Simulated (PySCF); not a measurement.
Species, as SMILES: C1CN1.
Geometry (B3LYP-D3(BJ)/def2-TZVP, fixed):
```xyz
8

C     -0.0266    -0.3964     0.7404
N     -0.0403     0.8719     0.0001
C     -0.0474    -0.3972    -0.7389
H      0.8868     1.2834    -0.0132
H     -0.9333    -0.6098     1.2927
H     -0.9693    -0.6112    -1.2653
H      0.8882    -0.7010     1.2359
H      0.8531    -0.7023    -1.2597
```
Charge 0, spin multiplicity 1.

How fast the lowest singlet excitation energy converges with the basis for several methods (PySCF): deviation from each method's own reference, in eV. References: CAM-B3LYP 6.181 eV, the value in aug-pcseg-2; PBE 5.321 eV, the value in aug-pcseg-2; PBE0 6.075 eV, the value in aug-pcseg-2. All functions are spherical. Density fitting with generated auxiliary sets. No added dispersion term, no relativity. Tamm-Dancoff approximation, the state taken by its order.

| basis | functions | CAM-B3LYP | PBE | PBE0 |
|---|---|---|---|---|
| 6-311+G** | 96 | 0.196 | 0.289 | 0.252 |
| aug-cc-pVDZ | 114 | -0.011 | 0.008 | -0.001 |
| aug-pcseg-1 | 114 | 0.010 | 0.006 | 0.010 |
| def2-TZVPD | 156 | 0.314 | 0.387 | 0.359 |
| d-aug-cc-pVDZ | 161 | -0.031 | -0.061 | -0.047 |
| def2-TZVPPD | 196 | 0.306 | 0.381 | 0.351 |
| aug-cc-pVTZ | 253 | 0.002 | 0.011 | 0.005 |
| aug-pcseg-2 | 253 | 0.000 | 0.000 | 0.000 |

Mean absolute deviation over 6-311+G**, def2-TZVPD, def2-TZVPPD, aug-cc-pVTZ: CAM-B3LYP 0.204, PBE0 0.242, PBE 0.267 eV.
